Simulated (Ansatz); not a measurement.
Consider the formal loss of a carbene: `C=CCCl` → `C=CCl` + `[CH2]` (triplet).

Gas-phase electronic energies from Ansatz, PBE0-D4/def2-TZVP geometries. CBS: MP2 limit from def2 TZ/QZ plus the TZ coupled-cluster correction, frozen cores. This one scheme is used for every species. Functionals use def2-TZVPP. B3LYP here is the variant with VWN-RPA as its local correlation; programs differ in this. HSE06 is defined as in plane-wave codes. Triplets are unrestricted, without spin–orbit coupling. One conformer a species, not always the lowest.

```
             level  ΔE (kJ/mol)  difference from CCSD(T)/CBS
       LDA (SPW92)        505.7                         65.9
            PBE-D4        440.6                          0.8
         revPBE-D4        428.4                        -11.4
         r2SCAN-D4        412.5                        -27.3
            B97M-V        436.0                         -3.8
           PBE0-D4        434.2                         -5.6
        r2SCANh-D4        411.6                        -28.2
          HSE06-D4        434.5                         -5.3
          BHLYP-D4        421.7                        -18.1
      CAM-B3LYP-D4        435.3                         -4.5
           ωB97X-V        448.3                          8.5
           ωB97M-V        440.2                          0.4
            B2PLYP        428.8                        -11.0
          PBE-QIDH        434.2                         -5.6
               PBE        434.7                         -5.1
            revPBE        409.6                        -30.2
              BLYP        416.3                        -23.5
            r2SCAN        410.9                        -28.9
              PBE0        429.1                        -10.7
             B3LYP        421.4                        -18.4
           r2SCANh        409.9                        -29.9
           r2SCAN0        408.6                        -31.2
             HSE06        429.8                        -10.0
             BHLYP        415.1                        -24.7
         CAM-B3LYP        430.2                         -9.6
           LC-ωPBE        424.1                        -15.7
RPA@PBE/def2-TZVPP        422.1                        -17.7
      MP2/def2-SVP        427.7                        -12.1
     CCSD/def2-SVP        411.8                        -28.0
     HF/def2-TZVPP        298.5                       -141.3
    MP2/def2-TZVPP        439.8                          0.0
SCS-MP2/def2-TZVPP        441.6                          1.8
   CCSD/def2-TZVPP        417.3                        -22.5
CCSD(T)/def2-TZVPP        427.6                        -12.2
     HF/def2-QZVPP        298.7                       -141.1
    MP2/def2-QZVPP        446.9                          7.1
SCS-MP2/def2-QZVPP        450.1                         10.3
      HF/CBS(def2)        298.7                       -141.1
     MP2/CBS(def2)        452.1                         12.3
    CCSD/CBS(def2)        429.5                        -10.3
       CCSD(T)/CBS        439.8                            0
```

(1) What do rigid-rotor, harmonic-oscillator terms from PBE0-D4/def2-TZVP frequencies (298.15 K, 1 bar) make of the CCSD(T)/CBS value? (An estimate is asked.)

Largest T1 diagnostic among the species: 0.011.

## Answers

(1) Ansatz gave: ΔZPE = -30.4 kJ/mol, ΔH = +416.1 kJ/mol, ΔS = 162 J/(mol·K), ΔG = +367.9 kJ/mol. Open shells count their whole term as degenerate.

In def2-TZVPP, CCSD(T) changes the Hartree–Fock value by +129.1 kJ/mol (the triples alone add +10.3 kJ/mol) and MP2 by +141.4 kJ/mol. Leaving LDA and LC-ωPBE aside and taking each functional with its dispersion term where it has one, the values, not all of them listed here, spread over 37.9 kJ/mol, from r2SCAN0-D4 to ωB97X-V. LDA lies +71.0 kJ/mol from PBE without D4.
